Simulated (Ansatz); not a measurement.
Geometry optimisation, RKS PBE-D4/def2-SVP (Ansatz).

Input:

```yaml
crystal:
  periodic: [false, false, false]
  atoms:
    - { symbol: "N", position_ang: [-1.246, 0.6718, -1.2416] }
    - { symbol: Al, position_ang: [0.1558, 0.7347, -0.0151] }
    - { symbol: Al, position_ang: [1.093, -1.4034, 0.7833] }
    - { symbol: H, position_ang: [-0.24958, 2.15548, 0.41926] }
    - { symbol: H, position_ang: [-1.5722, 1.704, -1.4244] }
    - { symbol: H, position_ang: [0.7451, 2.1447, 0.5052] }
    - { symbol: H, position_ang: [2.3645, -1.3892, 1.841] }
    - { symbol: H, position_ang: [0.571, -2.7768, 0.2714] }
basis:
  gaussian: { orbitals: def2-SVP }
hamiltonian:
  xc: pbe
  dispersion: d4
relax:
  f_tol: 0.02
  max_steps: 50
```

Run as:

```bash
$ ansatz run input.yaml --threads 1 --pin off --max-ram 2048MiB --backend cpu --events-out ev --progress --plain --runs-dir out
```

**Question.** Where does it end, and by what steps?

**Answer.** The run converged. The force dipped under the threshold on the way, but the program's further checks kept it going. After 44 steps the energy has fallen by 1.940 eV; H6 moved furthest, 1.94 Å. Parted: Al2–H4, Al2–H6.

```tsv
step	energy less start (eV)	largest force component (eV/Å)	accepted
0	0.0000	3.882	yes
2	-1.2140	1.779	yes
4	-1.5694	1.733	yes
6	-1.7886	0.560	yes
8	-1.8681	0.922	yes
10	-1.8904	0.765	no
12	-1.9067	0.210	yes
14	-1.9134	0.038	yes
16	-1.9138	0.132	no
18	-1.9157	0.089	yes
20	-1.9174	0.027	yes
22	-1.9202	0.236	yes
24	-1.8901	0.975	no
26	-1.9298	0.160	no
28	-1.9323	0.045	yes
30	-1.9352	0.103	yes
32	-1.9313	0.363	no
34	-1.9378	0.050	yes
36	-1.9384	0.041	yes
38	-1.9391	0.062	yes
40	-1.9395	0.079	yes
42	-1.9400	0.028	yes
44	-1.9400	0.018	yes
```

```xyz
8
Properties=species:S:1:pos:R:3
N -0.873 1.072 -0.817
Al -0.170 -0.344 -0.316
Al 1.135 -2.262 0.710
H -0.026 3.278 0.259
H -1.421 1.805 -1.255
H 0.145 3.989 0.506
H 2.233 -1.943 1.827
H 0.838 -3.755 0.225
```

Whether the end is a true minimum wasn't checked by a vibrational analysis.

The run took 81 s on 1 thread of Arm Neoverse V1, with other jobs on the host, peak memory 0.12 GiB.
